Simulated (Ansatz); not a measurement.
**Relaxing LiBi3**

Computed with DFT PBE, scalar-relativistic, plane waves, PAW (Ansatz 0.2.0). Cutoff 420 eV, Γ-centred k mesh, Gaussian smearing, no spin polarisation in the final step.

A relaxed cell is given with its space group left out.

```xyz
8
Lattice="6.9542 0.0000 0.0000 -3.4771 6.0225 0.0000 0.0000 0.0000 5.5446" Properties=species:S:1:pos:R:3 pbc="T T T"
Li    0.0000    4.0150    1.3862
Li    3.4771    2.0075    4.1585
Bi    3.4771    3.9378    1.3862
Bi   -1.6717    4.9802    4.1585
Bi    1.8054    1.0423    1.3862
Bi    0.0000    2.0847    4.1585
Bi    5.1488    1.0423    1.3862
Bi    1.6717    4.9802    4.1585
```

The zero of energy is the elements' standard structures at the same level; no fitted shifts are applied.

Question: What space group does it have?

Answer: P6_3/mmc (No. 194). Conventional cell: a = 6.954 Å, c = 5.545 Å. Li has 12 Bi at 3.38–3.48 Å; Bi has 8 Bi at 3.34–3.61 Å and 4 Li at 3.38–3.48 Å.

Question: How far does it lie from the elements in energy?

Answer: -0.11 eV/atom.

Question: Is it a metal?

Answer: Yes, bands cross the Fermi level on the 6×6×8 mesh.

The final run used a 6×6×8 mesh on its 8-atom cell and 0.10 eV smearing. The k mesh leaves about 4 meV/atom of noise in metals. Spin–orbit coupling is left out. The cell came from a trial start, so LiBi3 may not exist in this structure.

Cost: 3 runs of about 4 core-minutes in all, on Arm Neoverse V2 (shared hosts).